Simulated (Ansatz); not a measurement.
A displaced shape of singlet SH(-):

```xyz
2

S     0.0422   -0.0254   -0.0716
H     0.0116   -0.0349    1.3139
```

It was optimised with PBE0/def2-SVP in Ansatz (development build ahead of 0.2.0) to forces under 0.001 eV/Å, with restricted orbitals. Each step stands on the lowest determinant of that kind that the program's search found.

**Question.** What shape does it relax to, and how does the optimisation go?

**Answer.**

```xyz
2

S     0.0419   -0.0255   -0.0585
H     0.0119   -0.0348    1.3009
```

Bond lengths: S1–H2 1.360 Å.

```json
{"step": "1", "E − E(start) (eV)": "0.0000", "largest force (eV/Å)": "0.5952"}
{"step": "2", "E − E(start) (eV)": "-0.0068", "largest force (eV/Å)": "0.2327"}
{"step": "3", "E − E(start) (eV)": "-0.0079", "largest force (eV/Å)": "0.0094"}
{"step": "4", "E − E(start) (eV)": "-0.0079", "largest force (eV/Å)": "0.0001"}
```

The optimisation ended after 4 steps with its threshold met. Caution: no diffuse functions for an anion.
